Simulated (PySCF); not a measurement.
**How the numerical set-up moves the result for CF⁺**

Which parts of the numerical set-up matter for CF⁺? Each run edits the base script.

Computed with PySCF 2.14.0. Level: each script names its method and basis.

2 further runs of the same task are left out: 2 that didn't finish.

### Step 1. The system as given

CF⁺: 2 atoms, charge 1, spin multiplicity 1.

Bond lengths: C1–F2 1.346 Å.

### Step 2. The base run

File input.py:

```python
from pyscf import gto, scf

mol = gto.M(
    atom='C 0 0 0; F 0 0 1.346',
    basis='x2c-svpall',
    charge=1,
    spin=0,
    verbose=3,
)
mf = scf.RHF(mol)
mf = mf.sfx2c1e()
mf.kernel()
mf.analyze()
print('orbital energies (hartree):', mf.mo_energy[..., max(0, mol.nelec[1]-3):mol.nelec[0]+3].round(4))
```

Launch:

```sh
$ OMP_NUM_THREADS=1 python input.py
```

The log of this run is left out.

In short: E(SCF) = -136.772572 Eh.

The bond length is a typed value, not an optimised one. The dipole of an ion depends on the origin.

### Step 3. Aug-cc-pvdz (X2C off)

Edit 1 changes basis set: x2c-svpall → aug-cc-pvdz; spin-free X2C: on → off.

File input.py:

```python
from pyscf import gto, scf

mol = gto.M(
    atom='C 0 0 0; F 0 0 1.346',
    basis='aug-cc-pvdz',
    charge=1,
    spin=0,
    verbose=3,
)
mf = scf.RHF(mol)
mf.kernel()
mf.analyze()
print('orbital energies (hartree):', mf.mo_energy[..., max(0, mol.nelec[1]-3):mol.nelec[0]+3].round(4))
```

Launch:

```sh
$ OMP_NUM_THREADS=1 python input.py
```

### Step 4. Spin-free X2C off

Edit 2 changes spin-free X2C: on → off.

input.py: that of step 2 with these lines changed.

```diff
@@ -10,3 +10,2 @@
 mf = scf.RHF(mol)
-mf = mf.sfx2c1e()
 mf.kernel()
```

Q: Predict the outcome of this session. Wanted: for each run, E(SCF); from base; gap.

The runs gave:

| run | E(SCF) (hartree) | from base (eV) | gap (eV) | functions |
| --- | --- | --- | --- | --- |
| base | -136.772572 | 0 | 17.76 | 28 |
| aug-cc-pvdz (X2C off) | -136.811341 | not comparable | 17.94 | 46 |
| spin-free X2C off (poor choice) | -136.666869 | not comparable | 17.75 | 28 |

**Reading.** Rows marked «poor choice» come from settings spoiled on purpose.
